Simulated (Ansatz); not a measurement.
Rock-salt MgS was calculated with G0W0@PBE (plane waves, hard PAW, contour deformation; Ansatz, a first-principles code).

The same calculation (at the measured cell, 17.609 Å³/atom) with different numerical settings; throughout: k mesh 2×2×2:

| run | response cutoff (eV) | empty bands | quasiparticle gap on the mesh (eV) | quasiparticle gap at Γ (eV) | rough time |
|---|---|---|---|---|---|
| 1 | 100 | 147 | 3.565 | 4.796 | under 3 core-s |
| 2 | 150 | 270 | 3.678 | 4.855 | 6 core-s |
| 3 | 200 | 416 | 3.730 | 4.884 | 20 core-s |
| 4 | 250 | 581 | 3.766 | 4.905 | 30 core-s |
| 5 | 300 | 763 | ___ | ___ | 40 core-s |

Question: Complete the blanks.

Answer: 
- 5, quasiparticle gap on the mesh (eV): 3.785
- 5, quasiparticle gap at Γ (eV): 4.916

In the column quasiparticle gap on the mesh (eV) the first row differs from the last by -0.220 and the next to last by -0.019.

The last row is no converged limit: other settings stay fixed.
